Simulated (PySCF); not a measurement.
Orbital picture of LiS

PBE0 at R = 2.148 Å; PySCF, no relativity, basis sets Li def2-TZVP, S def2-TZVP. State: ²Π (doublet), unpaired electrons π ↑. Only the outer orbitals are listed, counted within each symmetry.

```tsv
spin	orbital	occ.	ε (eV)	on Li (%)	main shells (%)
α	4σ	1	-55.73	100	100 Li s
α	5σ	1	-17.24	2	98 S s
α	2π	1	-7.14	3	97 S p
α	6σ	1	-6.52	7	92 S p
α	2π	1	-5.85	5	95 S p
α	7σ	0	-1.43	99	78 Li s, 21 Li p
α	3π	0	0.53	99	99 Li p
α	3π	0	0.67	97	97 Li p
β	4σ	1	-55.73	100	100 Li s
β	5σ	1	-15.88	3	97 S s
β	6σ	1	-6.17	8	91 S p
β	2π	1	-5.49	6	94 S p
β	2π	0	-2.77	12	88 S p, 12 Li p
β	7σ	0	-1.38	99	76 Li s, 22 Li p
β	3π	0	0.68	96	96 Li p
```

**Question.** Which are the highest filled and the lowest empty level, where do they sit, and how wide is the gap?

**Answer.** Highest filled β 2π at -5.49 eV (in %: 94 S p); lowest empty β 2π at -2.77 eV (in %: 88 S p, 12 Li p); the gap at PBE0 is 2.72 eV. Both belong to one degenerate shell, split only by its one-sided filling, so this is no excitation gap.

| Property | Result |
| --- | --- |
| bond order (Mayer) | 0.60 |
| ⟨S²⟩ | 0.755 |
| charge on Li (Mulliken, basis-dependent) | 0.68 |
| charge on Li (Löwdin, basis-dependent) | 0.40 |
| dipole moment (positive dipole means Li(−)S(+)) | -7.02 D |
| polarisability along the bond | 39.8 bohr³ |
| polarisability across the bond | 26.3 bohr³ |

The state is the lowest determinant that a PBE0 search found; another state may lie lower at other levels.
